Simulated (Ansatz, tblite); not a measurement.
Cost and result up the ladder for diborane mono Me (CH8B2) (11 atoms). Total charge 0; singlet. Geometry: r2SCAN-D4/def2-TZVP.

Cartesian coordinates in Å:
```
B -0.1866 0.5131 -0.1945
C -0.6263 -0.6713 -1.1270
H -0.4813 1.6451 -0.4396
H -0.5144 0.2952 1.0857
B 0.7697 0.2553 1.2731
H 1.0769 1.1888 1.9448
H 1.0846 -0.8601 1.5535
H 1.1301 0.4995 0.0499
H -0.2425 -0.5177 -2.1408
H -1.7166 -0.6947 -1.2221
H -0.2936 -1.6531 -0.7830
```

Ansatz on 4 threads of Arm Neoverse V1 on a shared host; xTB runs through tblite on one thread. Times are rough, summed over both states, and most runs start from the orbitals of an earlier one. PBE0-D4/def2-TZVP serves as the yardstick here, not as an exact answer. The other state is a doublet.

The xTB rows come from tblite.

Raw xTB energies of ions are shifted by several eV.

```
              level  functions  vertical IE (eV)  difference from PBE0-D4/def2-TZVP (eV)
           GFN1-xTB         28             15.39                                    4.10
  PBE0-D4/def2-TZVP        141             11.29                                    0.00
   PBE-D4/def2-TZVP        141             10.86                                   -0.43
r2SCAN-D4/def2-TZVP        141             11.03                                   -0.26
           GFN2-xTB         20             13.99                                    2.70
```

(1) Estimate how long each takes.

## Answers

(1) GFN2-xTB 0.006 s; GFN1-xTB 0.009 s; PBE0-D4/def2-TZVP 2.8 s; PBE-D4/def2-TZVP 3 s; r2SCAN-D4/def2-TZVP 4.5 s. On shared hardware such times vary by a factor of up to 3.
